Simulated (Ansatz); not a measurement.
in.yaml

```yaml
crystal:
  periodic: [false, false, false]
  atoms:
    - {symbol: Zr, position_ang: [-0.001178, 0.001887, 0.314887]}
    - {symbol: N, position_ang: [0.014587, -0.014255, -1.715051]}
    - {symbol: H, position_ang: [0.003346, -0.777549, -2.347884]}
    - {symbol: H, position_ang: [-0.099431, 0.804844, -2.318081]}
basis:
  gaussian: {orbitals: def2-SVP}
magnetization: {spin_polarized: true, initial_magnetization: 3}
hamiltonian: {xc: hf}
output: {orbitals: {seedname: orbitals}}
```

```sh
$ ansatz run in.yaml --threads 1 --pin off --events-out ev --progress --plain --max-ram 2393MiB
```

Log:

```
577 factors; integrals over basis functions are off by at most 1.0e-3 eV
mean field evaluation 1: about -2772.7274 eV, gradient 2.7e1 eV
mean field evaluation 2: about -2772.7309 eV, gradient 2.7e1 eV
mean field evaluation 4: about -2776.6763 eV, gradient 2.8e0 eV
mean field evaluation 8: about -2776.8740 eV, gradient 3.5e-1 eV
mean field evaluation 16: about -2776.8828 eV, gradient 1.6e-2 eV
mean field evaluation 32: about -2776.8868 eV, gradient 8.3e-5 eV
mean field evaluation 64: about -2776.8724 eV, gradient 5.0e-2 eV
mean field evaluation 96: about -2776.8188 eV, gradient 2.3e-1 eV
mean field evaluation 128: about -2776.8456 eV, gradient 2.2e-1 eV
mean field evaluation 160: about -2776.8862 eV, gradient 7.1e-2 eV
mean field evaluation 192: about -2776.3943 eV, gradient 5.0e-1 eV
mean field evaluation 224: about -2776.4782 eV, gradient 8.8e-1 eV
mean field evaluation 256: about -2775.5809 eV, gradient 2.2e0 eV
mean field evaluation 288: about -2775.0507 eV, gradient 1.9e1 eV
mean field evaluation 320: about -2773.4839 eV, gradient 1.8e0 eV
mean field evaluation 352: about -2776.8805 eV, gradient 3.0e-1 eV
mean field evaluation 384: about -2772.4945 eV, gradient 7.4e0 eV
mean field -2776.88681181 eV, -102.0487080926 hartree, gradient 1.3e-6 eV, S^2 3.760696; 4 other end points of the search recorded, 0 dependent functions left out
reference -2776.88681181 eV, -102.0487080926 hartree; 12, 9 occupied and 43, 46 virtual orbitals, 577 factors
Total energy: -2776.88681181 eV, -102.0487080926 hartree
```

Ran on 1 thread of Intel Xeon Platinum 8488C, shared host: 4.3 s wall, 0.11 GiB peak host memory.
